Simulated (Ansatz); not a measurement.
Results of BLYP in Ansatz (plane waves, PAW) for rock-salt HfN.

Numerical settings: plane-wave cutoff 520 eV, 22×22×22 k mesh, Fermi–Dirac smearing 0.05 eV, scalar-relativistic PAW data made under PBE.

Results at a series of volumes:

```
V (Å³/atom)  E − E_lowest (meV/atom)  P (GPa)
-----------  -----------------------  -------
11.409                         37.12    17.27
11.652                         15.88    10.89
11.895                          3.81     5.14
12.137                          0.00    -0.02
12.380                          3.61    -4.66
12.623                         13.89    -8.84
12.866                         30.18   -12.59
```

Task: Estimate the bulk modulus from the pressures at 11.895 and 12.380 Å³/atom, and compare it with a fit to all energies.

Result: B = −V dP/dV. Between V = 11.895 and 12.380 Å³/atom, dP/dV = (-4.66 − (5.14))/(12.380 − 11.895) = -20.2 GPa per Å³/atom; at the midpoint 12.137 Å³/atom this gives B ≈ 245 GPa. The third-order Birch–Murnaghan fit gives V0 = 12.136 Å³/atom, B0 = 245 GPa, B′ = 4.3, which lies within 1 % of that estimate.

Measured, for comparison: bulk modulus 260 GPa (room temperature, no zero-point or thermal correction, our sources range from 260 to 306; as tabulated in Synthesis of Binary Transition Metal Nitrides, Carbides and Borides from the …); equilibrium volume per atom 11.57 Å³/atom (room temperature, no zero-point or thermal correction; as tabulated in Seo, Lee, Wen, Petrov, Greene, Gall, J. Appl. Phys. 96, 878 (2004)). Computed (rounded) less measured: bulk modulus not scored (sources differ), equilibrium volume per atom +4.9 %.

Spin–orbit coupling is not included.

Computed values are for the static lattice.

The result took about 100 core-seconds (a rough figure).

Ansatz is a program for electronic structure.
